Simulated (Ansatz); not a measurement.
The input, for Ansatz 0.2.0:

```yaml
crystal:
  periodic: [false, false, false]
  atoms:
    - {symbol: Si, position_ang: [0.004771, 0.000000, 0.578475]}
    - {symbol: O, position_ang: [-0.023360, 0.000002, -1.213304]}
    - {symbol: H, position_ang: [1.476980, -0.000114, 0.828881]}
    - {symbol: H, position_ang: [-0.619470, 1.217950, 1.155771]}
    - {symbol: H, position_ang: [-0.619658, -1.217854, 1.155771]}
basis:
  gaussian: {orbitals: cc-pVDZ}
magnetization: {spin_polarized: false, initial_magnetization: 1}
correlation: {method: fic_mrcisd_q, electrons: outside_noble_gas, active_space: {window: {electrons: 3, orbitals: 3}}}
```

```sh
$ ansatz run in.yaml --threads 1 --pin off --events-out ev --progress --plain --max-ram 2393MiB
```

Log:

```
440 factors; integrals over basis functions are off by at most 1.1e-3 eV
mean field evaluation 1: about -9938.9152 eV, gradient 3.6e1 eV
mean field evaluation 2: about -9938.9400 eV, gradient 3.6e1 eV
mean field evaluation 4: about -9945.3358 eV, gradient 9.0e0 eV
mean field evaluation 8: about -9945.9240 eV, gradient 1.2e0 eV
mean field evaluation 16: about -9945.9463 eV, gradient 2.6e-6 eV
mean field evaluation 32: about -9945.8530 eV, gradient 6.2e-2 eV
mean field evaluation 64: about -9945.9413 eV, gradient 7.6e-1 eV
mean field evaluation 96: about -9945.8532 eV, gradient 2.6e-6 eV
mean field evaluation 128: about -9945.9463 eV, gradient 4.5e-6 eV
mean field -9945.94630966 eV, -365.5067852756 hartree, gradient 2.6e-6 eV, S^2 0.750000; 9 other end points of the search recorded, 0 dependent functions left out
reference -9945.94630966 eV, -365.5067852756 hartree; 13, 12 occupied and 34, 35 virtual orbitals, 440 factors
state -9946.49917722 eV, -365.5271027835 hartree
contracted CI cycle   1: correlation 0.00000000 eV, 0.0000000000 hartree, residual 2.56e1 eV
contracted CI cycle   2: correlation -6.46584239 eV, -0.2376153250 hartree, residual 4.20e0 eV
contracted CI cycle   3: correlation -6.68367971 eV, -0.2456206991 hartree, residual 1.15e0 eV
contracted CI cycle   4: correlation -6.70162211 eV, -0.2462800700 hartree, residual 3.97e-1 eV
contracted CI cycle   5: correlation -6.70407568 eV, -0.2463702369 hartree, residual 1.61e-1 eV
contracted CI cycle   6: correlation -6.70446263 eV, -0.2463844573 hartree, residual 5.71e-2 eV
contracted CI cycle   7: correlation -6.70451837 eV, -0.2463865055 hartree, residual 2.24e-2 eV
contracted CI cycle   8: correlation -6.70452681 eV, -0.2463868156 hartree, residual 8.24e-3 eV
contracted CI cycle   9: correlation -6.70452789 eV, -0.2463868556 hartree, residual 3.07e-3 eV
contracted CI cycle  10: correlation -6.70452805 eV, -0.2463868612 hartree, residual 1.27e-3 eV
state -9946.49917722 eV, -365.5271027835 hartree; corrected -9953.81507217 eV, -365.7959569639 hartree
state -9946.31504727 eV, -365.5203361326 hartree
contracted CI cycle   1: correlation 0.00000000 eV, 0.0000000000 hartree, residual 2.62e1 eV
contracted CI cycle   2: correlation -6.65812675 eV, -0.2446816451 hartree, residual 3.57e0 eV
contracted CI cycle   3: correlation -6.84038254 eV, -0.2513794216 hartree, residual 1.04e0 eV
contracted CI cycle   4: correlation -6.85490209 eV, -0.2519130054 hartree, residual 2.63e-1 eV
contracted CI cycle   5: correlation -6.85606646 eV, -0.2519557953 hartree, residual 7.82e-2 eV
contracted CI cycle   6: correlation -6.85615905 eV, -0.2519591977 hartree, residual 2.72e-2 eV
contracted CI cycle   7: correlation -6.85617393 eV, -0.2519597447 hartree, residual 1.24e-2 eV
contracted CI cycle   8: correlation -6.85617707 eV, -0.2519598601 hartree, residual 5.45e-3 eV
contracted CI cycle   9: correlation -6.85617771 eV, -0.2519598834 hartree, residual 2.65e-3 eV
contracted CI cycle  10: correlation -6.85617784 eV, -0.2519598883 hartree, residual 1.11e-3 eV
state -9946.31504727 eV, -365.5203361326 hartree; corrected -9953.79006991 eV, -365.7950381479 hartree
state -9946.49917722 eV, -365.5271027835 hartree; corrected -9953.81507217 eV, -365.7959569639 hartree
Total energy: -9953.81507217 eV, -365.7959569639 hartree
```

For the same geometry and basis UCCSDT(Q) lies 72.5 meV lower.

Ran on 1 thread of Arm Neoverse V1, shared host: 3.5 s wall, 0.09 GiB peak host memory.
